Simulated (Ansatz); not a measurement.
One crystal and one scan (energy against volume) at two levels, PBE (plane waves to 420 eV, PAW, scalar-relativistic; Ansatz, an electronic-structure program) and r2SCAN (plane waves to 500 eV, PAW, scalar-relativistic; Ansatz), each from its own relaxed cell and on its own mesh.

The crystal is NaF (rock salt); the cell is scaled evenly about its relaxed volume V₀.

The energy includes the smearing's −TS. NaF was relaxed with its symmetry unable to fall. Both scans cover V/V₀ from 0.940 to 1.060.

```tsv
quantity	run 1	run 2
Lattice constant a (Å)	4.702	4.595
Band gap of the relaxed cell, no spin-orbit coupling (eV)	6.09	7.28
Pressure at the smallest volume (GPa)	3.17	3.89
Energy cost of the largest compression (meV/atom)	7.3	8.3
Energy cost of the largest expansion (meV/atom)	5.9	6.6
Bulk modulus B₀ (third-order Birch-Murnaghan fit) (GPa)	44.8	54.4
Pressure derivative B₀′ (fit)	4.5	4.7
Pressure for 5 % compression (fit) (GPa)	2.6	3.1
```

### Question
Which run is which level?

### Answer
Run 1 is PBE, run 2 is r2SCAN. PBE gives the higher value for: lattice constant a. PBE gives the lower value for: band gap of the relaxed cell, no spin-orbit coupling; pressure at the smallest volume; energy cost of the largest compression; energy cost of the largest expansion; bulk modulus B₀; pressure for 5 % compression. For the lattice constant a the reference is 4.582 Å (measured, corrected to the static lattice; as given in Daniel Mejia-Rodriguez, S. B. Trickey, Physical Review B (2018), arXiv:1807.09216): r2SCAN lies nearer. For the bulk modulus B₀ the reference is 53.1 GPa (measured, corrected to the static lattice; as given in Daniel Mejia-Rodriguez, S. B. Trickey, Physical Review B (2018), arXiv:1807.09216): r2SCAN lies nearer. 

(A scan under strain: stresses follow from slopes of the energy per volume, elastic moduli from its curvatures.)
